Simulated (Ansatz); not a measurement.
Process, species as SMILES: [N]=O (N-O) → NO+ (singlet, bonded as [N]=O) + e-
B3LYP-D3(BJ)/def2-TZVP geometries, fixed; electronic energies without zero-point terms.

How fast the adiabatic ionisation energy converges with the basis for several methods (Ansatz, an electronic-structure program): deviation from each method's own reference, in eV. References: CCSD(T) 9.228 eV, Hartree-Fock in aug-cc-pVQZ plus the correlation part extrapolated as X^-3 from aug-cc-pVTZ and aug-cc-pVQZ; HF 8.992 eV, the value in pcseg-4; MP2 8.930 eV, Hartree-Fock in aug-cc-pVQZ plus the correlation part extrapolated as X^-3 from aug-cc-pVTZ and aug-cc-pVQZ; PBE 9.493 eV, the value in aug-cc-pV5Z; PBE0 9.538 eV, the value in aug-cc-pV5Z; wB97M-V 9.310 eV, the value in aug-cc-pV5Z. All functions are spherical. In correlated methods cores are frozen. Open shells are unrestricted. No added dispersion term, no relativity. Functionals ending in -V hold VV10 correlation. 

```
basis            functions  CCSD(T)      HF     MP2  PBE    PBE0  wB97M-V
---------------  ---------  -------  ------  ------  ---  ------  -------
def2-SVP                28   -0.262   0.241  -0.238    ?   0.129    0.091
pcseg-1                 28   -0.240   0.197  -0.176    ?   0.132    0.120
cc-pVDZ                 28   -0.420   0.063  -0.376    ?  -0.032   -0.074
cc-pVTZ                 60   -0.156   0.007  -0.138    ?  -0.024   -0.056
def2-TZVPPD             77   -0.113   0.009  -0.103    ?  -0.001    0.002
jun-cc-pV(T+d)Z         78   -0.091   0.023  -0.078    ?   0.017    0.007
aug-cc-pVTZ             92   -0.053   0.024  -0.046    ?   0.017    0.006
def2-QZVPP             114   -0.068  -0.004  -0.066    ?  -0.012   -0.016
```

Q: Some entries are withheld; supply them.

A: 
- def2-SVP, PBE: 0.052
- pcseg-1, PBE: 0.085
- cc-pVDZ, PBE: -0.105
- cc-pVTZ, PBE: -0.051
- def2-TZVPPD, PBE: -0.007
- jun-cc-pV(T+d)Z, PBE: 0.015
- aug-cc-pVTZ, PBE: 0.015
- def2-QZVPP, PBE: -0.018

Mean absolute deviation over cc-pVTZ, def2-TZVPPD, jun-cc-pV(T+d)Z, aug-cc-pVTZ: PBE0 0.015, HF 0.016, wB97M-V 0.018, PBE 0.022, MP2 0.091, CCSD(T) 0.103 eV.
